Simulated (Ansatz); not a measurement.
We consider fcc Ni, described by BLYP (Ansatz, an electronic-structure program, plane waves, PAW).

The input as run:

Ansatz 0.2 input:
```yaml
crystal:
  lattice:
    - [0.0, 1.76205, 1.76205]
    - [1.76205, 0.0, 1.76205]
    - [1.76205, 1.76205, 0.0]
  atoms:
    - { symbol: Ni, position: [0.0, 0.0, 0.0], spin: 0.8 }
basis:
  ecutwfc: 520
  ecutrho_ratio: 4
  xc_grid: 2
kpoints:
  mp_grid: { grid: [26, 26, 26] }
hamiltonian:
  xc: blyp
  dispersion: none
  pseudopotentials: { kind: paw }
scf:
  occupations: { method: fermi_dirac, width: 0.05 }
  convergence: { dr2_threshold: 0.0000000001 }
output:
  forces: false
  stress: true
  eigenvalues: true
magnetization:
  spin_polarized: true
```

Problem. How many irreducible k-points, plane waves at Γ does the program set up, and what pressure does the run end with?

Solution. 511 irreducible k-points, 283 plane waves at Γ; P = 8.49 GPa, so the cell is compressed on average and its volume would grow at this level.

The run printed, among other lines:

```
Crystal: 1 atoms, lattice volume = 10.942 Å³
Basis set: ecut = 520 eV, 283 PW (Γ), exchange–correlation on 40×40×40 points (8 copies of the dense FFT grid, shifted against one another)
Bands: 14, of which v1, the nominal top of the filled ones, is band 9 counted from 1 (8 counted from 0)
Symmetry: 48 space group operations
Space group: Fm-3m (ITA 225), of the structure as read, at distance tolerance 2.2e-5 Å
k-points: 511 of 17576
Initial density: superposition of atomic densities (chi_scale 0.1, normalization cell)
Functional: x = b88, c = lyp
SCF 1 converged in 13 iterations: F = -5848.273752 eV  dr2 = 1.88e-14
SCF converged after 13 iterations
Magnetization: 0.6103 μB (9.3051 up, 8.6949 down)
Free energy (F): -5848.273752 eV
Internal energy: -5848.259373 eV  (E = F + TS)
E sigma→0 (E₀):  -5848.266563 eV
Fermi energy:    18.472677 eV
--- Stress (GPa, compression-positive) ---
        8.491441       0.000000       0.000000
        0.000000       8.491441      -0.000000
       -0.000000      -0.000000       8.491441
  P = ⅓ Tr σ = 8.4914 GPa (84.914 kbar)
```

The PAW data were made under PBE.

Note: cell and atoms aren't relaxed at this level (pressure 8.5 GPa).

Computing time: around 16 core-seconds (rough).
